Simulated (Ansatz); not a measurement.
**Al₂B (quartet): wB97M-V, B2PLYP over vertical spin and charge gaps, def2-QZVPP**

Aim: run Al₂B (quartet) with these functionals over vertical spin and charge gaps, and hold them against the top wave-function level at the same points.

Method: def2-QZVPP, all electrons in the functionals, frozen cores in the correlation of double hybrids and RPA; program: Ansatz 0.2.0, Gaussian basis.

To be run: wB97M-V, B2PLYP, at charge 0, quartet; charge 0, doublet; charge 0, sextet; charge 1, triplet; charge 1, quintet.

5 further runs of the same task are left out: 1 that didn't finish, 4 set aside as unsound or not needed. Runs told in other sessions of the task aren't counted.

## Step 1: What is computed

The geometry is a PBE0/def2-TZVP stationary point (not a proven minimum).

3 atoms, charge 0, spin multiplicity 4.

Atoms are counted from 1 here; the program's logs count them from 0.

Bond lengths: Al1–B2 2.078 Å, B2–Al3 2.078 Å. Angles: Al1–B2–Al3 90.5°.

No dispersion term is added; wB97M-V holds VV10 nonlocal correlation.

The geometry shown and the zero of energy belong to the point charge 0, quartet. The yardstick, UCCSD(T), and other wave-function levels (R restricted, U unrestricted, valence and pair active spaces) come from earlier runs.

## Step 2: wB97M-V, charge 0, quartet

in.yaml reads:

```yaml
crystal:
  periodic: [false, false, false]
  atoms:
    - {symbol: Al, position_ang: [0.000000, -0.244231, 1.475660]}
    - {symbol: B, position_ang: [0.000000, 1.219080, 0.000000]}
    - {symbol: Al, position_ang: [0.000000, -0.244231, -1.475660]}
basis:
  gaussian: {orbitals: "def2-QZVPP.json"}
magnetization: {spin_polarized: true, initial_magnetization: 3}
hamiltonian: {xc: {name: wB97M-V}}
output: {orbitals: {seedname: orbitals}}
```

Launch:

```bash
$ ansatz run in.yaml --threads 1 --pin off --events-out ev --progress --plain --max-ram 2393MiB
```

What it wrote (excerpt; [...] marks lines left out):

```text
Functional definition: wB97M-V
  name "wB97M-V"
  cite "Mardirossian & Head-Gordon, J. Chem. Phys. 144, 214110 (2016) doi:10.1063/1.4952647"
  cite "Becke, J. Chem. Phys. 107, 8554 (1997) doi:10.1063/1.475007"
  cite "Vydrov & Van Voorhis, J. Chem. Phys. 133, 244103 (2010) doi:10.1063/1.3521275"
  # Of w^i u^j: cxij and so on, Table III.
[...]
  gx(w, u) = 1 - cx + cx01*u + cx10*w
  gss(w, u) = css00 + css04*u^4 + css10*w + css20*w^2 + css43*w^4*u^3
  gos(w, u) = cos00 + cos10*w + (cos20 + cos21*u)*w^2 + (cos60 + cos61*u)*w^6
[...]
      + integral(e_c_pw_mod_opposite_spin*gos(b97_w_opposite, b97_u_opposite)) + vv10(b, c)
909 factors; their error is unknown
242 factors; integrals over basis functions are off by at most 2.1e-5 eV
[...]
mean field -13865.31741709 eV, -509.5410168283 hartree, gradient 3.9e-5 eV, S^2 3.767098; 0 other end points of the search recorded, 0 dependent functions left out
reference -13865.31745952 eV, -509.5410183875 hartree; 17, 14 occupied and 180, 183 virtual orbitals, 909 factors
Total energy: -13865.31745952 eV, -509.5410183875 hartree
```

Wall time 29 s (1 thread of Arm Neoverse V1, shared host); peak memory 0.61 GiB.

From the report: ⟨S²⟩ of the determinant 3.767 (pure quartet: 3.75).

## Step 3: wB97M-V, charge 0, doublet

in.yaml, as its differences from that of step 2:

```diff
@@ -8,3 +8,3 @@
   gaussian: {orbitals: "def2-QZVPP.json"}
-magnetization: {spin_polarized: true, initial_magnetization: 3}
+magnetization: {spin_polarized: true, initial_magnetization: 1}
 hamiltonian: {xc: {name: wB97M-V}}
```

The command is unchanged.

What it wrote (excerpt; [...] marks lines left out):

```text
Functional definition: wB97M-V
  name "wB97M-V"
  cite "Mardirossian & Head-Gordon, J. Chem. Phys. 144, 214110 (2016) doi:10.1063/1.4952647"
  cite "Becke, J. Chem. Phys. 107, 8554 (1997) doi:10.1063/1.475007"
  cite "Vydrov & Van Voorhis, J. Chem. Phys. 133, 244103 (2010) doi:10.1063/1.3521275"
  # Of w^i u^j: cxij and so on, Table III.
[...]
  gx(w, u) = 1 - cx + cx01*u + cx10*w
  gss(w, u) = css00 + css04*u^4 + css10*w + css20*w^2 + css43*w^4*u^3
  gos(w, u) = cos00 + cos10*w + (cos20 + cos21*u)*w^2 + (cos60 + cos61*u)*w^6
[...]
      + integral(e_c_pw_mod_opposite_spin*gos(b97_w_opposite, b97_u_opposite)) + vv10(b, c)
909 factors; their error is unknown
242 factors; integrals over basis functions are off by at most 2.1e-5 eV
[...]
mean field -13864.96826217 eV, -509.5281856217 hartree, gradient 3.9e-6 eV, S^2 1.626443; 12 other end points of the search recorded, 0 dependent functions left out
reference -13864.96830458 eV, -509.5281871802 hartree; 16, 15 occupied and 181, 182 virtual orbitals, 909 factors
Total energy: -13864.96830458 eV, -509.5281871802 hartree
```

Wall time 7.5 min (1 thread of Arm Neoverse V1, shared host); peak memory 0.84 GiB.

From the report: ⟨S²⟩ of the determinant 1.626 (pure doublet: 0.75). The determinant of wB97M-V (⟨S²⟩ 1.63) is far from a pure spin state, so its energy mixes those of several spin states; that is harmless only where they are near-degenerate.

From charge 0, quartet: +8.1 kcal/mol.

## Step 4: wB97M-V, charge 0, sextet

in.yaml, as its differences from that of step 3:

```diff
@@ -8,3 +8,3 @@
   gaussian: {orbitals: "def2-QZVPP.json"}
-magnetization: {spin_polarized: true, initial_magnetization: 1}
+magnetization: {spin_polarized: true, initial_magnetization: 5}
 hamiltonian: {xc: {name: wB97M-V}}
```

The command is unchanged.

What it wrote (excerpt; [...] marks lines left out):

```text
Functional definition: wB97M-V
  name "wB97M-V"
  cite "Mardirossian & Head-Gordon, J. Chem. Phys. 144, 214110 (2016) doi:10.1063/1.4952647"
  cite "Becke, J. Chem. Phys. 107, 8554 (1997) doi:10.1063/1.475007"
  cite "Vydrov & Van Voorhis, J. Chem. Phys. 133, 244103 (2010) doi:10.1063/1.3521275"
  # Of w^i u^j: cxij and so on, Table III.
[...]
  gx(w, u) = 1 - cx + cx01*u + cx10*w
  gss(w, u) = css00 + css04*u^4 + css10*w + css20*w^2 + css43*w^4*u^3
  gos(w, u) = cos00 + cos10*w + (cos20 + cos21*u)*w^2 + (cos60 + cos61*u)*w^6
[...]
      + integral(e_c_pw_mod_opposite_spin*gos(b97_w_opposite, b97_u_opposite)) + vv10(b, c)
909 factors; their error is unknown
242 factors; integrals over basis functions are off by at most 2.1e-5 eV
[...]
mean field -13862.57169713 eV, -509.4401134808 hartree, gradient 4.2e-5 eV, S^2 8.758383; 3 other end points of the search recorded, 0 dependent functions left out
reference -13862.57173779 eV, -509.4401149753 hartree; 18, 13 occupied and 179, 184 virtual orbitals, 909 factors
Total energy: -13862.57173779 eV, -509.4401149753 hartree
```

Wall time 43 s (1 thread of Arm Neoverse V1, shared host); peak memory 0.64 GiB.

From the report: ⟨S²⟩ of the determinant 8.758 (pure sextet: 8.75).

From charge 0, quartet: +63.3 kcal/mol.

## Step 5: wB97M-V, charge 1, triplet

in.yaml, as its differences from that of step 4:

```diff
@@ -8,3 +8,4 @@
   gaussian: {orbitals: "def2-QZVPP.json"}
-magnetization: {spin_polarized: true, initial_magnetization: 5}
+total_charge: 1
+magnetization: {spin_polarized: true, initial_magnetization: 2}
 hamiltonian: {xc: {name: wB97M-V}}
```

The command is unchanged.

What it wrote (excerpt; [...] marks lines left out):

```text
Functional definition: wB97M-V
  name "wB97M-V"
  cite "Mardirossian & Head-Gordon, J. Chem. Phys. 144, 214110 (2016) doi:10.1063/1.4952647"
  cite "Becke, J. Chem. Phys. 107, 8554 (1997) doi:10.1063/1.475007"
  cite "Vydrov & Van Voorhis, J. Chem. Phys. 133, 244103 (2010) doi:10.1063/1.3521275"
  # Of w^i u^j: cxij and so on, Table III.
[...]
  gx(w, u) = 1 - cx + cx01*u + cx10*w
  gss(w, u) = css00 + css04*u^4 + css10*w + css20*w^2 + css43*w^4*u^3
  gos(w, u) = cos00 + cos10*w + (cos20 + cos21*u)*w^2 + (cos60 + cos61*u)*w^6
[...]
      + integral(e_c_pw_mod_opposite_spin*gos(b97_w_opposite, b97_u_opposite)) + vv10(b, c)
909 factors; their error is unknown
242 factors; integrals over basis functions are off by at most 2.1e-5 eV
[...]
mean field -13858.18389371 eV, -509.2788646794 hartree, gradient 4.9e-6 eV, S^2 2.016290; 4 other end points of the search recorded, 0 dependent functions left out
reference -13858.18394191 eV, -509.2788664507 hartree; 16, 14 occupied and 181, 183 virtual orbitals, 909 factors
Total energy: -13858.18394191 eV, -509.2788664507 hartree
```

It took 78 s on 1 thread of Arm Neoverse V1, shared host; peak memory 0.77 GiB.

From the report: ⟨S²⟩ of the determinant 2.016 (pure triplet: 2.00).

From charge 0, quartet: +164.5 kcal/mol.

## Step 6: wB97M-V, charge 1, quintet

in.yaml, as its differences from that of step 5:

```diff
@@ -9,3 +9,3 @@
 total_charge: 1
-magnetization: {spin_polarized: true, initial_magnetization: 2}
+magnetization: {spin_polarized: true, initial_magnetization: 4}
 hamiltonian: {xc: {name: wB97M-V}}
```

Launched as before.

What it wrote (excerpt; [...] marks lines left out):

```text
Functional definition: wB97M-V
  name "wB97M-V"
  cite "Mardirossian & Head-Gordon, J. Chem. Phys. 144, 214110 (2016) doi:10.1063/1.4952647"
  cite "Becke, J. Chem. Phys. 107, 8554 (1997) doi:10.1063/1.475007"
  cite "Vydrov & Van Voorhis, J. Chem. Phys. 133, 244103 (2010) doi:10.1063/1.3521275"
  # Of w^i u^j: cxij and so on, Table III.
[...]
  gx(w, u) = 1 - cx + cx01*u + cx10*w
  gss(w, u) = css00 + css04*u^4 + css10*w + css20*w^2 + css43*w^4*u^3
  gos(w, u) = cos00 + cos10*w + (cos20 + cos21*u)*w^2 + (cos60 + cos61*u)*w^6
[...]
      + integral(e_c_pw_mod_opposite_spin*gos(b97_w_opposite, b97_u_opposite)) + vv10(b, c)
909 factors; their error is unknown
242 factors; integrals over basis functions are off by at most 2.1e-5 eV
[...]
mean field -13857.03123455 eV, -509.2365052366 hartree, gradient 3.2e-5 eV, S^2 6.012020; 0 other end points of the search recorded, 0 dependent functions left out
reference -13857.03128257 eV, -509.2365070012 hartree; 17, 13 occupied and 180, 184 virtual orbitals, 909 factors
Total energy: -13857.03128257 eV, -509.2365070012 hartree
```

Run time: 29 s. Hardware: 1 thread of Arm Neoverse V1, shared host; peak memory 0.61 GiB.

From the report: ⟨S²⟩ of the determinant 6.012 (pure quintet: 6.00).

From charge 0, quartet: +191.1 kcal/mol.

## Step 7: B2PLYP, charge 0, quartet

in.yaml reads:

```yaml
crystal:
  periodic: [false, false, false]
  atoms:
    - {symbol: Al, position_ang: [0.000000, -0.244231, 1.475660]}
    - {symbol: B, position_ang: [0.000000, 1.219080, 0.000000]}
    - {symbol: Al, position_ang: [0.000000, -0.244231, -1.475660]}
basis:
  gaussian: {orbitals: "def2-QZVPP.json"}
magnetization: {spin_polarized: true, initial_magnetization: 3}
hamiltonian: {xc: {name: B2PLYP}}
correlation: {electrons: outside_noble_gas}
```

Same command.

What it wrote (excerpt; [...] marks lines left out):

```text
Functional definition: B2PLYP
  name "B2PLYP"
  cite "Grimme, J. Chem. Phys. 124, 034108 (2006) doi:10.1063/1.2148954"
  cite "Becke, Phys. Rev. A 38, 3098 (1988) doi:10.1103/PhysRevA.38.3098"
  cite "Lee, Yang & Parr, Phys. Rev. B 37, 785 (1988) doi:10.1103/PhysRevB.37.785"
[...]
1174 factors; integrals over basis functions are off by at most 5.4e-4 eV
[...]
mean field -13857.55117589 eV, -509.2556127284 hartree, gradient 7.3e-6 eV, S^2 3.809438; 2 other end points of the search recorded, 0 dependent functions left out
11 core orbitals not correlated: weight in the atoms' cores, before any rotation towards them, 1.000 or more for the frozen orbitals, at most 0.000 for the correlated occupied ones
reference -13857.55130140 eV, -509.2556173409 hartree; 6, 3 occupied and 180, 183 virtual orbitals, 1174 factors
second order -6.88246881 eV of doubles, -0.00000000 eV of singles
Total energy: -13859.40956798 eV, -509.3239073781 hartree
```

It took 18 s on 1 thread of Arm Neoverse V1, shared host; peak memory 0.48 GiB.

From the report: ⟨S²⟩ of the determinant 3.809 (pure quartet: 3.75).

## Step 8: B2PLYP, charge 0, doublet

in.yaml, as its differences from that of step 7:

```diff
@@ -8,3 +8,3 @@
   gaussian: {orbitals: "def2-QZVPP.json"}
-magnetization: {spin_polarized: true, initial_magnetization: 3}
+magnetization: {spin_polarized: true, initial_magnetization: 1}
 hamiltonian: {xc: {name: B2PLYP}}
```

Same command.

What it wrote (excerpt; [...] marks lines left out):

```text
Functional definition: B2PLYP
  name "B2PLYP"
  cite "Grimme, J. Chem. Phys. 124, 034108 (2006) doi:10.1063/1.2148954"
  cite "Becke, Phys. Rev. A 38, 3098 (1988) doi:10.1103/PhysRevA.38.3098"
  cite "Lee, Yang & Parr, Phys. Rev. B 37, 785 (1988) doi:10.1103/PhysRevB.37.785"
[...]
1174 factors; integrals over basis functions are off by at most 5.4e-4 eV
[...]
mean field -13857.38262518 eV, -509.2494186039 hartree, gradient 1.8e-6 eV, S^2 1.796945; 22 other end points of the search recorded, 0 dependent functions left out
11 core orbitals not correlated: weight in the atoms' cores, before any rotation towards them, 1.000 or more for the frozen orbitals, at most 0.000 for the correlated occupied ones
reference -13857.38275090 eV, -509.2494232242 hartree; 5, 4 occupied and 181, 182 virtual orbitals, 1174 factors
second order -6.85059830 eV of doubles, -0.00000000 eV of singles
Total energy: -13859.23241244 eV, -509.3173970321 hartree
```

Wall time 3.5 min (1 thread of Arm Neoverse V1, shared host); peak memory 0.69 GiB.

From the report: ⟨S²⟩ of the determinant 1.797 (pure doublet: 0.75). The determinant of B2PLYP (⟨S²⟩ 1.80) is far from a pure spin state, so its energy mixes those of several spin states; that is harmless only where they are near-degenerate.

From charge 0, quartet: +4.1 kcal/mol.

## Step 9: B2PLYP, charge 0, sextet

in.yaml, as its differences from that of step 8:

```diff
@@ -8,3 +8,3 @@
   gaussian: {orbitals: "def2-QZVPP.json"}
-magnetization: {spin_polarized: true, initial_magnetization: 1}
+magnetization: {spin_polarized: true, initial_magnetization: 5}
 hamiltonian: {xc: {name: B2PLYP}}
```

Launched as before.

What it wrote (excerpt; [...] marks lines left out):

```text
Functional definition: B2PLYP
  name "B2PLYP"
  cite "Grimme, J. Chem. Phys. 124, 034108 (2006) doi:10.1063/1.2148954"
  cite "Becke, Phys. Rev. A 38, 3098 (1988) doi:10.1103/PhysRevA.38.3098"
  cite "Lee, Yang & Parr, Phys. Rev. B 37, 785 (1988) doi:10.1103/PhysRevB.37.785"
[...]
1174 factors; integrals over basis functions are off by at most 5.4e-4 eV
[...]
mean field -13855.28298213 eV, -509.1722581450 hartree, gradient 3.8e-6 eV, S^2 8.766047; 6 other end points of the search recorded, 0 dependent functions left out
11 core orbitals not correlated: weight in the atoms' cores, before any rotation towards them, 1.000 or more for the frozen orbitals, at most 0.000 for the correlated occupied ones
reference -13855.28310908 eV, -509.1722628105 hartree; 7, 2 occupied and 179, 184 virtual orbitals, 1174 factors
second order -5.84354753 eV of doubles, -0.00000000 eV of singles
Total energy: -13856.86086691 eV, -509.2302443414 hartree
```

Wall time 22 s (1 thread of Arm Neoverse V1, shared host); peak memory 0.49 GiB.

From the report: ⟨S²⟩ of the determinant 8.766 (pure sextet: 8.75).

From charge 0, quartet: +58.8 kcal/mol.

## Step 10: B2PLYP, charge 1, triplet

in.yaml, as its differences from that of step 9:

```diff
@@ -8,3 +8,4 @@
   gaussian: {orbitals: "def2-QZVPP.json"}
-magnetization: {spin_polarized: true, initial_magnetization: 5}
+total_charge: 1
+magnetization: {spin_polarized: true, initial_magnetization: 2}
 hamiltonian: {xc: {name: B2PLYP}}
```

Launched as before.

What it wrote (excerpt; [...] marks lines left out):

```text
Functional definition: B2PLYP
  name "B2PLYP"
  cite "Grimme, J. Chem. Phys. 124, 034108 (2006) doi:10.1063/1.2148954"
  cite "Becke, Phys. Rev. A 38, 3098 (1988) doi:10.1103/PhysRevA.38.3098"
  cite "Lee, Yang & Parr, Phys. Rev. B 37, 785 (1988) doi:10.1103/PhysRevB.37.785"
[...]
1174 factors; integrals over basis functions are off by at most 5.4e-4 eV
[...]
mean field -13850.56145126 eV, -508.9987450861 hartree, gradient 2.8e-6 eV, S^2 2.288323; 12 other end points of the search recorded, 0 dependent functions left out
11 core orbitals not correlated: weight in the atoms' cores, before any rotation towards them, 1.000 or more for the frozen orbitals, at most 0.000 for the correlated occupied ones
reference -13850.56158742 eV, -508.9987500897 hartree; 5, 3 occupied and 181, 183 virtual orbitals, 1174 factors
second order -6.20160516 eV of doubles, -0.00000000 eV of singles
Total energy: -13852.23602081 eV, -509.0602843819 hartree
```

Run time: 1.9 min. Hardware: 1 thread of Arm Neoverse V1, shared host; peak memory 0.63 GiB.

From the report: ⟨S²⟩ of the determinant 2.288 (pure triplet: 2.00).

From charge 0, quartet: +165.4 kcal/mol.

## Step 11: B2PLYP, charge 1, quintet

in.yaml, as its differences from that of step 10:

```diff
@@ -9,3 +9,3 @@
 total_charge: 1
-magnetization: {spin_polarized: true, initial_magnetization: 2}
+magnetization: {spin_polarized: true, initial_magnetization: 4}
 hamiltonian: {xc: {name: B2PLYP}}
```

The command is unchanged.

What it wrote (excerpt; [...] marks lines left out):

```text
Functional definition: B2PLYP
  name "B2PLYP"
  cite "Grimme, J. Chem. Phys. 124, 034108 (2006) doi:10.1063/1.2148954"
  cite "Becke, Phys. Rev. A 38, 3098 (1988) doi:10.1103/PhysRevA.38.3098"
  cite "Lee, Yang & Parr, Phys. Rev. B 37, 785 (1988) doi:10.1103/PhysRevB.37.785"
[...]
1174 factors; integrals over basis functions are off by at most 5.4e-4 eV
[...]
mean field -13849.77486160 eV, -508.9698384492 hartree, gradient 4.7e-6 eV, S^2 6.026948; 1 other end points of the search recorded, 0 dependent functions left out
11 core orbitals not correlated: weight in the atoms' cores, before any rotation towards them, 1.000 or more for the frozen orbitals, at most 0.000 for the correlated occupied ones
reference -13849.77499995 eV, -508.9698435335 hartree; 6, 2 occupied and 180, 184 virtual orbitals, 1174 factors
second order -5.21694068 eV of doubles, -0.00000000 eV of singles
Total energy: -13851.18357393 eV, -509.0216076727 hartree
```

Wall time 18 s (1 thread of Arm Neoverse V1, shared host); peak memory 0.48 GiB.

From the report: ⟨S²⟩ of the determinant 6.027 (pure quintet: 6.00).

From charge 0, quartet: +189.7 kcal/mol.

## Step 12: Against the wave-function levels

No level is safe as a reference over these points; UCCSD(T) serves as a yardstick only. It comes from earlier runs at the same points. Energies in kcal/mol, counted from charge 0, quartet; blanks weren't run or aren't comparable.

```csv
level,quartet to doublet,quartet to sextet,ionisation to the triplet cation,ionisation to the quintet cation
UCCSD(T),,55.9,,192.1
wB97M-V,8.1,63.3,164.5,191.1
B2PLYP,4.1,58.8,165.4,189.7
```

Largest miss and mean time a point (UCCSD(T) took 58 s a point; shared hosts):

```csv
level,largest miss (kcal/mol),where,time a point
wB97M-V,+7.4,quartet to sextet,2.1 min
B2PLYP,+2.9,quartet to sextet,76 s
```

## Step 13: Summary of results

| quantity | value |
| --- | --- |
| quartet to sextet, UCCSD(T) | 55.9 kcal/mol |
| ionisation to the quintet cation, UCCSD(T) | 192.1 kcal/mol |
| largest miss, wB97M-V | +7.4 kcal/mol (quartet to sextet) |
| largest miss, B2PLYP | +2.9 kcal/mol (quartet to sextet) |

**Reading.** Misses are known at 2 of 4 points at best, and only functionals with that many are ranked. Of the functionals, B2PLYP keep the smallest largest miss at the points compared (at most 2.9 kcal/mol) and wB97M-V strays most (7.4 kcal/mol, at quartet to sextet). wB97M-V, B2PLYP clearly break the spin symmetry at some points (⟨S²⟩ up to 1.05 above the pure value), so energy there is bought with a mixed spin. Functionals and the yardstick converge differently with the basis, so part of each miss in def2-QZVPP is the basis. The yardstick itself may be off where one determinant is a poor start.
